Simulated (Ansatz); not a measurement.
**Worked example: correlation energy of C₂H₄O₂, singlet**

Geometry: MP2(full)/6-31G*, from the G2/97 set.

```xyz
8

C    -0.8795   -0.0633    0.0000
O    -0.6593   -1.2576    0.0000
O     0.0517    0.9074    0.0000
H    -1.8767    0.3952    0.0000
C     1.4086    0.4179    0.0000
H     2.0318    1.3088    0.0000
H     1.5928   -0.1856    0.8894
H     1.5928   -0.1856   -0.8894
```

Basis 6-31G* (Cartesian d functions); Ansatz 0.2.0. Correlated methods freeze the noble-gas cores, which leaves 24 electrons in 64 orbitals. Prefix R: restricted or restricted open-shell reference.

Full CI isn't at hand for all of this; RCCSDT(Q) serves as the reference, and is uncertain by about the last step of the cluster series.

Runs differ by some tens of microhartree through their thresholds, so steps under 0.03 kcal/mol mean nothing.

```
    level  total energy (hartree)
      RHF             -227.785700
     RMP2             -228.396620
    RCCSD             -228.419169
 RCCSD(T)             -228.438794
   RCCSDT             -228.439439
RCCSDT(Q)             -228.441327
```

Q: What is the correlation energy at RCCSDT(Q), and what share of it do RMP2 and RCCSD(T) recover?

A: E(corr) = -228.441327 − (-227.785700) = -0.655627 hartree = -17.841 eV. RMP2: -0.610920 / -0.655627 = 93.18 %. RCCSD(T): -0.653094 / -0.655627 = 99.61 %.

Q: By how many kcal/mol does RCCSD(T) miss RCCSDT(Q) (1 hartree = 627.509 kcal/mol), and which steps make up the rest?

A: -228.438794 − (-228.441327) = 0.002533 hartree = 1.59 kcal/mol. Steps: RCCSDT − RCCSD(T) = -0.40, RCCSDT(Q) − RCCSDT = -1.18 kcal/mol. Differences between like states or geometries often cancel part of this.
